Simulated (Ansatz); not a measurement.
# C2H4B radical (SMILES [B]1CC1): one structure at several levels

An exercise on one series of results from a longer session: the logs are not shown, and one member is left open.

The runs use Ansatz 0.2.0, Gaussian basis; single points in def2-TZVPP.

Cores are frozen in the correlated methods. Orbitals are unrestricted.

## Starting geometry

SMILES `[B]1CC1`, 7 atoms, charge 0, spin multiplicity 2.

Atoms are counted from 1 here; the program's logs count them from 0.

Bond lengths: B1–C2 1.542 Å, B1–C3 1.496 Å, C2–C3 1.605 Å, C2–H4 1.363 Å, C2–H5 1.049 Å, C3–H6 1.158 Å, C3–H7 1.053 Å. Angles: C2–B1–C3 63.7°, B1–C2–C3 56.7°, B1–C2–H4 120.2°, B1–C2–H5 113.1°, C3–C2–H4 106.0°, C3–C2–H5 120.7°, H4–C2–H5 122.5°, B1–C3–C2 59.5°, B1–C3–H6 121.5°, B1–C3–H7 134.3°, C2–C3–H6 116.3°, C2–C3–H7 122.0°, H6–C3–H7 99.3°.

Coordinates:

```xyz
7

B     1.3218   -0.1051    0.1038
C    -0.0420   -0.8252    0.0856
C     0.1117    0.7713    0.0282
H    -0.6085   -1.1920   -1.0985
H    -0.2631   -1.3093    0.9893
H    -0.2688    1.3568    0.9517
H    -0.3315    1.3480   -0.7327
```

The first run:

run/in.yaml

```yaml
crystal:
  periodic: [false, false, false]
  atoms:
    - {symbol: B, position_ang: [1.321800, -0.105100, 0.103800]}
    - {symbol: C, position_ang: [-0.042000, -0.825200, 0.085600]}
    - {symbol: C, position_ang: [0.111700, 0.771300, 0.028200]}
    - {symbol: H, position_ang: [-0.608500, -1.192000, -1.098500]}
    - {symbol: H, position_ang: [-0.263100, -1.309300, 0.989300]}
    - {symbol: H, position_ang: [-0.268800, 1.356800, 0.951700]}
    - {symbol: H, position_ang: [-0.331500, 1.348000, -0.732700]}
basis:
  gaussian: {orbitals: def2-TZVPP}
magnetization: {spin_polarized: true, initial_magnetization: 1}
correlation: {method: ccsd_t}
scf: {omitted_lower_state_checks: [cluster_reference]}
output: {forces: true}
```

The command line of these runs was not kept.

Among the steps run: CCSD(T)/def2-TZVPP; PBE0-D4/def2-TZVPP; wB97M-V/def2-TZVPP; r2SCAN-D4/def2-TZVPP; PBE-D4/def2-TZVPP; CAM-B3LYP-D4/def2-TZVPP; r2SCAN0-D4/def2-TZVPP.

One table of the session follows, with a row left open; its other results are not shown here.

```
      method  RMS force component (eV/Å)  angle to CCSD(T) forces (°)  dipole (D)
     CCSD(T)                       1.863                    reference        1.20
     PBE0-D4                       1.864                          7.5        1.25
     wB97M-V                       1.864                          5.7        1.24
   r2SCAN-D4                       1.839                          6.6        1.23
      PBE-D4                       1.791                          7.1        1.37
CAM-B3LYP-D4                           ?                            ?           ?
  r2SCAN0-D4                       1.892                          8.0        1.15
```

**Question.** Estimate the row for CAM-B3LYP-D4.

The run gave: RMS force component (eV/Å): 1.862; angle to CCSD(T) forces (°): 7.9; dipole (D): 1.22. In the column «RMS force component (eV/Å)» it lies between r2SCAN-D4 (1.839) and CCSD(T) (1.863).
